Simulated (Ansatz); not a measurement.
The inner images of a band of BFH2 + ClH (6 atoms, charge 0, multiplicity 1) are given out of order.

Computed with RKS r2SCAN-D4/def2-SVP (Ansatz).

Image 0:

```xyz
6
Properties=species:S:1:pos:R:3
B -0.006 0.264 -0.035
F -0.011 0.599 1.254
H 1.063 0.208 -0.593
H -1.074 0.140 -0.583
Cl 0.089 -2.500 0.835
H 0.075 -1.826 1.934
```

Image 6:

```xyz
6
Properties=species:S:1:pos:R:3
B 0.014 -0.411 -0.183
F 0.007 0.115 1.747
H 1.059 0.104 -0.470
H -1.061 0.040 -0.466
Cl 0.071 -2.182 0.154
H 0.047 -0.780 2.030
```

**Question.** Put them in order from the first end to the last, with their energies above the first end.
A.
```xyz
6
Properties=species:S:1:pos:R:3
B 0.000 0.099 0.055
F -0.004 0.414 1.375
H 1.068 0.104 -0.501
H -1.070 0.033 -0.491
Cl 0.084 -2.340 0.726
H 0.059 -1.424 1.647
```
B.
```xyz
6
Properties=species:S:1:pos:R:3
B 0.006 -0.046 0.066
F 0.001 0.282 1.445
H 1.067 0.084 -0.481
H -1.065 0.014 -0.474
Cl 0.078 -2.213 0.659
H 0.051 -1.236 1.595
```
C.
```xyz
6
Properties=species:S:1:pos:R:3
B 0.014 -0.330 -0.066
F 0.010 0.091 1.641
H 1.059 0.112 -0.454
H -1.059 0.047 -0.444
Cl 0.072 -2.158 0.347
H 0.041 -0.876 1.788
```
D.
```xyz
6
Properties=species:S:1:pos:R:3
B -0.003 0.197 0.012
F -0.008 0.522 1.310
H 1.067 0.153 -0.543
H -1.073 0.083 -0.533
Cl 0.087 -2.457 0.796
H 0.067 -1.611 1.769
```
E.
```xyz
6
Properties=species:S:1:pos:R:3
B 0.010 -0.191 0.031
F 0.008 0.140 1.542
H 1.063 0.103 -0.463
H -1.062 0.037 -0.455
Cl 0.073 -2.160 0.545
H 0.045 -1.044 1.611
```

**Answer.** D (+2.2 kJ/mol), A (+13.9 kJ/mol), B (+45.2 kJ/mol), E (+72.9 kJ/mol), C (+54.2 kJ/mol).

The run took 2.1 min on 1 thread of Arm Neoverse V1, with other jobs on the host, peak memory 0.11 GiB.
